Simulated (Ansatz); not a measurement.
C4H9F can be A, `CC(C)CF`, or B, `CCC(C)F`.

Program: Ansatz. Geometries: PBE0-D4/def2-TZVP. ΔE: electronic, gas phase. CCSD(T)/CBS is the MP2 limit (def2-TZVPP, def2-QZVPP) plus CCSD(T) − MP2 in def2-TZVPP, frozen cores. DFT in def2-TZVPP. B3LYP here is the variant with VWN-RPA as its local correlation; programs differ in this. One conformer a species, not always the lowest.

Which isomer does CCSD(T)/CBS put lower? Give the gap. (An estimate is asked.)

The calculation gave: B, by 3.3 kcal/mol.

Give E(B) − E(A) in kcal/mol with B3LYP, MP2/def2-TZVPP, B3LYP-D4, BLYP-D4, PBE-D4, LDA (SPW92), PBE0-D4. (Estimate.)

Computed: B3LYP -4.0, MP2/def2-TZVPP -2.7, B3LYP-D4 -3.5, BLYP-D4 -3.4, PBE-D4 -3.5, LDA (SPW92) -3.8, PBE0-D4 -3.5. None reverses the order clearly.

Does the order hold for the free energy at 298.15 K (harmonic terms from PBE0-D4)? (Best estimate.)

Ansatz gave: Yes: G(B) − G(A) = -3.6 kcal/mol, for one conformer each.

Largest T1 diagnostic: 0.010.

In def2-TZVPP, CCSD(T) changes the Hartree–Fock value by +0.9 kcal/mol (the triples alone add +0.1 kcal/mol) and MP2 by +1.2 kcal/mol. Leaving LDA and LC-ωPBE aside and taking each functional with its dispersion term where it has one, the values, not all of them listed here, spread over 0.8 kcal/mol, from B97M-V to revPBE-D4.
